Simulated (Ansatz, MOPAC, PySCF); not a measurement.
Constitutional and geometric isomers with formula C2H3N. Isolated molecules, 0 K electronic values unless said otherwise. Strings in code marks are SMILES.

Quantity: electronic energy of isomers of C2H3N relative to `CC#N`, in kJ/mol. Semi-empirical values (MOPAC) are differences of heats of formation.

Level 1: frozen-core CCSD(T)/cc-pVTZ // PBE0-D3(BJ)/def2-TZVP (Ansatz, a program for electronic structure)
Level 2: PBE-D3(BJ)/def2-TZVP // PBE0-D3(BJ)/def2-TZVP (PySCF)
Level 3: PBE0/cc-pVTZ // PBE0-D3(BJ)/def2-TZVP (Ansatz)
Level 4: PM7 // PBE0-D3(BJ)/def2-TZVP (MOPAC)

```json
[
 {"species": "`C=C=N`", "level 1": "120.7", "level 2": "87.4", "level 3": "95.6", "level 4": "94.3"},
 {"species": "`C#CN`", "level 1": "183.1", "level 2": "167.4", "level 3": "166.3", "level 4": "173.8"},
 {"species": "`[C-]#[N+]C`", "level 1": "101.5", "level 2": "104.1", "level 3": "101.6", "level 4": "87.3"}
]
```
